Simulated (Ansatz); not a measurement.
Born–Oppenheimer molecular dynamics of CH2FMg (5 atoms, charge 1, multiplicity 1). It goes on from the last frame of an earlier run, with new velocities.

Computed with Ansatz 0.2.0, RKS PBE-D4/cc-pVDZ.

```yaml
ensemble: NVT, Langevin thermostat
time_step: 1 fs
steps_asked: 166
set_temperature: 50 K
friction: 0.001 /fs
temperature_schedule: 41 steps to 50 K, then 125 steps to 150 K
seed: 491996
```

First frame:

```xyz
5
Properties=species:S:1:pos:R:3
F -1.511 -1.269 0.359
C -0.478 -0.602 -0.063
Mg -0.178 1.527 0.330
H 0.486 -1.039 0.315
H -0.096 0.510 1.853
```

Q: How far do the bonds stretch over the last three quarters of this one trajectory? (Pairs bonded in most of those frames.)

A: 
| bond | mean (Å) | spread (Å) | shortest | longest |
| --- | --- | --- | --- | --- |
| F1–C2 | 1.365 | 0.052 | 1.27 | 1.47 |
| C2–Mg3 | 2.335 | 0.231 | 1.93 | 2.64 |
| C2–H4 | 1.121 | 0.029 | 1.06 | 1.18 |

Mean temperature of the second half: 1701 K. The schedule's set-point averaged 117 K over the second half and the system 1701 K, so it lags behind the ramp. A run of 0.17 ps of so small a system gives no equilibrium averages. The orbitals stay closed-shell, which can raise the energy where a bond breaks towards radicals; this wasn't checked here. Limits of this set-up: the dipole of an ion depends on the origin.

The run took 6.8 min on 1 CPU thread of a shared host.
